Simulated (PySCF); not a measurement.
# Si₃: relaxation and vibrations of the triplet

The task is one start of a wider search on Si₃: the triplet, from a linear chain start. It is relaxed, tested by its Hessian and followed downhill if it is a saddle.

Computed with PySCF 2.14.0. Level: PBE0, basis Si def2-TZVP, no relativity, density fitting.

## Step 1: Starting geometry

3 atoms, charge 0, spin multiplicity 3.

Bond lengths: Si1–Si2 2.204 Å, Si1–Si3 2.204 Å. Angles: Si2–Si1–Si3 180.0°.

Z-matrix (Å, degrees; charge 0 multiplicity 3):
```
Si
Si 1 2.2040
Si 1 2.2040 2 180.00
```

## Step 2: First SCF at the start

One driver script runs all steps and calls PySCF; scf.py shows how it sets up the SCF of each step. The optimiser is the driver's own. After this first run the driver tries any further starts and a stability analysis.

scf.py

```python
from pyscf import gto, scf, dft
mol = gto.M(atom='''
Si     0.000000     0.000000     0.000000
Si     0.000000     0.000000     2.204000
Si     0.000000     0.000000    -2.204000''',
    basis={'Si': 'def2-TZVP'},
    charge=0, spin=2)
mf = dft.UKS(mol, xc='PBE0')
mf.grids.atom_grid = (50, 194)
aux = {'Si': 'def2-universal-JKFIT'}
mf = mf.density_fit(auxbasis=aux)
mf.conv_tol = 1e-08
mf.diis_space = 10
mf.max_cycle = 60
mf.init_guess = 'minao'
mf.verbose = 4
mf.kernel()
```

Command:

```console
$ OMP_NUM_THREADS=4 python axn.py task.json out
```

Standard output:

```text
init E= -868.057907341736
cycle= 1 E= -867.945270866348  delta_E= 0.113  |g|= 0.121  |ddm|= 1.22
[... the frontier-level lines of each cycle are left out ...]
cycle= 2 E= -867.949262937777  delta_E= -0.00399  |g|= 0.082  |ddm|= 0.213
cycle= 3 E= -867.952673100491  delta_E= -0.00341  |g|= 0.0411  |ddm|= 0.131
cycle= 4 E= -867.954208522308  delta_E= -0.00154  |g|= 0.00869  |ddm|= 0.0594
cycle= 5 E= -867.954459093422  delta_E= -0.000251  |g|= 0.00291  |ddm|= 0.0282
cycle= 6 E= -867.954506984821  delta_E= -4.79e-05  |g|= 0.000865  |ddm|= 0.0153
cycle= 7 E= -867.954512868866  delta_E= -5.88e-06  |g|= 0.000551  |ddm|= 0.00494
cycle= 8 E= -867.954518041896  delta_E= -5.17e-06  |g|= 0.000624  |ddm|= 0.00399
cycle= 9 E= -867.954510274275  delta_E= 7.77e-06  |g|= 0.000354  |ddm|= 0.00697
cycle= 10 E= -867.954507442057  delta_E= 2.83e-06  |g|= 4.9e-05  |ddm|= 0.00723
cycle= 11 E= -867.954507435589  delta_E= 6.47e-09  |g|= 1.07e-05  |ddm|= 0.000439
Extra cycle  E= -867.954507435752  delta_E= -1.64e-10  |g|= 8.72e-06  |ddm|= 3.35e-05
converged SCF energy = -867.954507435752  <S^2> = 2.0547463  2S+1 = 3.0362782
```

This step, with its further starts and checks, ran for 10 s (4 threads of Arm Neoverse V2, shared host).

The starts that the driver tried:

| start | energy (Eh) |
| --- | --- |
| the minimal-basis guess | -867.954507 |
| a thermally smeared density | -867.965688 |
| a smeared PBE density | -867.965688 |

This is not the lowest solution: one lies 29.4 kJ/mol lower, at -867.96571 Eh, and the relaxation starts from that.

## Step 3: Relaxation: linear chain start, triplet

The program finds D∞h symmetry in the start, which this walk keeps. The walk stops when the largest gradient is under 0.0003 Eh/bohr and the energy has settled too.

scf.py: that of step 2 with these lines changed.

```diff
@@ -15 +14,0 @@
-mf.init_guess = 'minao'
```

Energy and gradient, step by step:

| step | energy (Eh) | change (kJ/mol) | largest symmetric gradient (Eh/bohr) |
| --- | --- | --- | --- |
| 0 | -867.965705 | 0.00 | 0.00645 |
| 1 | -867.965974 | -0.71 | 0.00121 |
| 2 | -867.965985 | -0.73 | 0.00006 |

The walk took 3.2 s.

Geometry (Å) and forces (eV/Å) at some steps:

```
step 0
Si   0.000   0.000   0.000   0.000   0.000   0.006
Si   0.000   0.000   2.204   0.000   0.000   0.329
Si   0.000   0.000  -2.204   0.000   0.000  -0.334
step 1
Si   0.000   0.000   0.000   0.000   0.000   0.007
Si   0.000   0.000   2.223   0.000   0.000   0.059
Si   0.000   0.000  -2.223   0.000   0.000  -0.066
step 2
Si   0.000   0.000   0.000   0.000   0.000   0.007
Si   0.000   0.000   2.227   0.000   0.000  -0.001
Si   0.000   0.000  -2.227   0.000   0.000  -0.007
```

After 2 steps and 0.7 kJ/mol it ends at D∞h: Si–Si 2.227 Å (×2); Si–Si–Si 180.0°.

## Step 4: Hessian and properties

On the finer grid the gradient is checked again; gradients at displacements of ±0.02 bohr then give force constants and infrared intensities.

scf.py: that of step 3 with these lines changed.

```diff
@@ -4,2 +4,2 @@
-Si     0.000000     0.000000     2.204000
-Si     0.000000     0.000000    -2.204000''',
+Si     0.000000     0.000000     2.227102
+Si     0.000000     0.000000    -2.227102''',
@@ -9 +9 @@
-mf.grids.atom_grid = (50, 194)
+mf.grids.atom_grid = (75, 302)
@@ -12 +12 @@
-mf.conv_tol = 1e-08
+mf.conv_tol = 1e-10
```

The driver hands on the density of the step before, so the log starts near convergence.

SCF at the final geometry:

```text
init E= -867.965986895027
[... the frontier-level lines of each cycle are left out ...]
cycle= 1 E= -867.965986895041  delta_E= -1.43e-11  |g|= 2.7e-06  |ddm|= 7.71e-06
Extra cycle  E= -867.965986895039  delta_E= 2.05e-12  |g|= 4.74e-06  |ddm|= 1.02e-05
converged SCF energy = -867.965986895039  <S^2> = 2.087924  2S+1 = 3.0580543
```

The whole step took 23 s.

Geometry: D∞h; Si–Si 2.227 Å (×2); Si–Si–Si 180.0°.

Harmonic modes (main isotopes):

```json
{"ω (cm⁻¹)": "12i", "IR (km/mol)": "0.1"}
{"ω (cm⁻¹)": "90", "IR (km/mol)": "0.6"}
{"ω (cm⁻¹)": "362", "IR (km/mol)": "0.0"}
{"ω (cm⁻¹)": "547", "IR (km/mol)": "50.4"}
```

With 1 mode imaginary (up to 12i cm⁻¹) this point is a saddle.

Here the density breaks the symmetry of the frame, and no labels are given; pairs that should be degenerate can split.

Constants and moments:

```yaml
Dipole_moment: 0.01 D
Highest_occupied_level: -5.64 eV
Lowest_empty_level: -4.11 eV
Rotational_constants: 0.06074 cm⁻¹
Zero-point_energy_real_modes: 6.0 kJ/mol
Principal_polarisabilities: 64.7, 66.9, 221.5 bohr³
Atomisation_energy_without_zero-point_energy: 571 kJ/mol
Principal_traceless_quadrupole_moments_about_the_centre_of_mass: -2.29, 0.94, 1.35 D Å
Spin_squared_⟨S²⟩: 2.088
```

Charges (e) and bond orders:

```json
{"atom": "Si1", "Mulliken": "0.05", "Löwdin": "-0.05", "polar tensor": "-0.28", "spin (Mulliken)": "0.53", "Mayer order to Si1": "–"}
{"atom": "Si2", "Mulliken": "-0.02", "Löwdin": "0.03", "polar tensor": "0.14", "spin (Mulliken)": "0.55", "Mayer order to Si1": "1.70"}
{"atom": "Si3", "Mulliken": "-0.03", "Löwdin": "0.02", "polar tensor": "0.13", "spin (Mulliken)": "0.91", "Mayer order to Si1": "1.69"}
```

Outer orbital energies (eV). α occupied: -99.97, -15.57, -13.56, -9.65, -7.36, -6.88, -6.50, -5.64; empty: -3.68, -1.74, -1.05, -0.72. β occupied: -100.06, -100.02, -99.94, -14.78, -12.73, -9.09, -6.65, -6.29; empty: -4.11, -3.43, -2.50, -0.90.

Mulliken populations on Si1: s 5.45, p 8.37, d 0.12, f 0.01.

## Step 5: Downhill along the imaginary mode

The start is the last point, displaced along its most imaginary mode.

The program finds C2v symmetry in the start, which this walk keeps. Threshold on the gradient: 0.0003 Eh/bohr, with a further test on the energy change.

scf.py: that of step 4 with these lines changed.

```diff
@@ -3,3 +3,3 @@
-Si     0.000000     0.000000     0.000000
-Si     0.000000     0.000000     2.227102
-Si     0.000000     0.000000    -2.227102''',
+Si    -0.184601    -0.168589    -0.000000
+Si     0.092301     0.084295     2.227102
+Si     0.092301     0.084295    -2.227102''',
@@ -9 +9 @@
-mf.grids.atom_grid = (75, 302)
+mf.grids.atom_grid = (50, 194)
@@ -12 +12 @@
-mf.conv_tol = 1e-10
+mf.conv_tol = 1e-08
```

The optimiser's trace (not every step is listed):

| step | energy (Eh) | change (kJ/mol) | largest symmetric gradient (Eh/bohr) |
| --- | --- | --- | --- |
| 0 | -867.965593 | 0.00 | 0.00770 |
| 1 | -867.966048 | -1.20 | 0.00184 |
| 2 | -867.966078 | -1.27 | 0.00030 |
| 3 | -867.966083 | -1.29 | 0.00033 |
| 4 | -867.966089 | -1.30 | 0.00034 |
| 5 | -867.966096 | -1.32 | 0.00036 |
| 6 | -867.966105 | -1.34 | 0.00038 |
| 7 | -867.966114 | -1.37 | 0.00042 |
| 8 | -867.966125 | -1.40 | 0.00044 |
| 9 | -867.966136 | -1.43 | 0.00046 |
| 10 | -867.966149 | -1.46 | 0.00048 |
| 12 | -867.966179 | -1.54 | 0.00052 |
| 14 | -867.966217 | -1.64 | 0.00056 |
| 16 | -867.966262 | -1.76 | 0.00059 |
| 18 | -867.966316 | -1.90 | 0.00062 |
| 20 | -867.966379 | -2.07 | 0.00063 |
| 22 | -867.966453 | -2.26 | 0.00064 |
| 24 | -867.966537 | -2.48 | 0.00062 |
| 26 | -867.966631 | -2.73 | 0.00059 |
| 28 | -867.966732 | -2.99 | 0.00066 |
| 30 | -867.966838 | -3.27 | 0.00079 |
| 32 | -867.966948 | -3.56 | 0.00092 |
| 33 | -867.967003 | -3.70 | 0.00097 |
| 34 | -867.967307 | -4.50 | 0.00220 |
| 35 | -867.967461 | -4.91 | 0.00387 |
| 36 | -867.967575 | -5.20 | 0.00228 |
| 37 | -867.967652 | -5.41 | 0.00030 |
| 38 | -867.967652 | -5.41 | 0.00024 |

The walk took 42 s.

End point (C2v, 38 steps, 5.4 kJ/mol gained): Si–Si 2.238 Å (×2); Si–Si–Si 114.3°.

## Step 6: Is it a minimum? Harmonic modes

The same treatment as at the point before.

scf.py: that of step 5 with these lines changed.

```diff
@@ -3,3 +3,3 @@
-Si    -0.184601    -0.168589    -0.000000
-Si     0.092301     0.084295     2.227102
-Si     0.092301     0.084295    -2.227102''',
+Si    -0.599314    -0.547330     0.000000
+Si     0.299657     0.273665     1.878899
+Si     0.299657     0.273665    -1.878899''',
@@ -9 +9 @@
-mf.grids.atom_grid = (50, 194)
+mf.grids.atom_grid = (75, 302)
@@ -12 +12 @@
-mf.conv_tol = 1e-08
+mf.conv_tol = 1e-10
```

SCF at the final geometry:

```text
init E= -867.967629782834
[... the frontier-level lines of each cycle are left out ...]
cycle= 1 E= -867.967629782839  delta_E= -5e-12  |g|= 2.13e-06  |ddm|= 4.92e-06
Extra cycle  E= -867.967629782813  delta_E= 2.61e-11  |g|= 4.85e-06  |ddm|= 9.04e-06
converged SCF energy = -867.967629782813  <S^2> = 2.0149632  2S+1 = 3.009959
```

The whole step ran for 21 s (4 threads of Arm Neoverse V2, shared host).

Geometry: C2v; Si–Si 2.239 Å (×2); Si–Si–Si 114.1°.

Harmonic modes (main isotopes):

```
symmetry  ω (cm⁻¹)  IR (km/mol)
      a1        71          0.1
      a1       440          6.2
      b2       496         10.9
```

No imaginary mode, so this is a minimum.

Properties at this point:

```
Dipole moment                                                   : 0.18 D
Highest occupied level                                          : -5.39 eV
Lowest empty level                                              : -4.12 eV
Rotational constants                                            : 0.6098, 0.08534, 0.07486 cm⁻¹
Zero-point energy                                               : 6.0 kJ/mol
Principal polarisabilities                                      : 67.1, 88.0, 183.4 bohr³
Atomisation energy without zero-point energy                    : 576 kJ/mol
Principal traceless quadrupole moments about the centre of mass : -2.67, 1.15, 1.52 D Å
Entropy at 298.15 K and 1 bar (electronic part: spin only)      : 297.8 J/(mol K)
Heat capacity Cp at 298.15 K                                    : 52.5 J/(mol K)
Enthalpy at 298.15 K above 0 K                                  : 13.31 kJ/mol
Rotational symmetry number                                      : 2
Spin squared ⟨S²⟩                                               : 2.015
```

Charges (e) and bond orders:

```json
{"atom": "Si1", "Mulliken": "-0.01", "Löwdin": "-0.08", "polar tensor": "-0.20", "spin (Mulliken)": "0.48", "Mayer order to Si1": "–"}
{"atom": "Si2,3", "Mulliken": "0.00", "Löwdin": "0.04", "polar tensor": "0.10", "spin (Mulliken)": "0.76", "Mayer order to Si1": "1.55"}
```

Outer orbital energies (eV). α occupied: -99.89, -15.62, -13.11, -9.77, -7.36, -6.72, -6.61, -5.39; empty: -2.95, -2.79, -1.85, 0.82. β occupied: -99.99, -99.94, -99.87, -14.84, -12.26, -9.25, -6.49, -6.41; empty: -4.12, -2.66, -2.60, -2.21.

Mulliken populations on Si1: s 5.61, p 8.24, d 0.14, f 0.01.

## Step 7: All stationary points

| spin | group | bonds | imaginary modes (cm⁻¹) | ΔE (kJ/mol) | with zero-point energy |
| --- | --- | --- | --- | --- | --- |
| triplet | C2v | Si–Si 2.239 Å (×2) | none | 0.0 | 0.0 |
| triplet | D∞h (density of lower symmetry) | Si–Si 2.227 Å (×2) | 12i | 4.3 | – |

## Step 8: Outcome

| quantity | value |
| --- | --- |
| minimum | triplet, C2v |
| geometry | Si–Si 2.239 Å (×2); Si–Si–Si 114.1° |
| wavenumbers (cm⁻¹) | 71 (a1), 440 (a1), 496 (b2) |
| dipole moment | 0.18 D |
| highest occupied, lowest empty level (either spin) | -5.39, -4.12 eV |
| polar-tensor charge of Si1 | -0.20 e |
| zero-point energy | 6.0 kJ/mol |
| entropy at 298.15 K | 297.8 J/(mol K) |
| atomisation energy (no zero-point energy) | 576 kJ/mol |
| ⟨S²⟩ | 2.015 |

**Reading.** From D∞h at the start the molecule goes to a C2v minimum, after a stop at a saddle point 4.3 kJ/mol higher, from which it was pushed off along an imaginary mode. The strongest infrared band lies at 496 cm⁻¹ (b2, stretch). The first SCF alone would have been 29 kJ/mol too high. Only this shape and spin were tried, so other structures or states may lie lower.

The search up to here took 1.7 min.
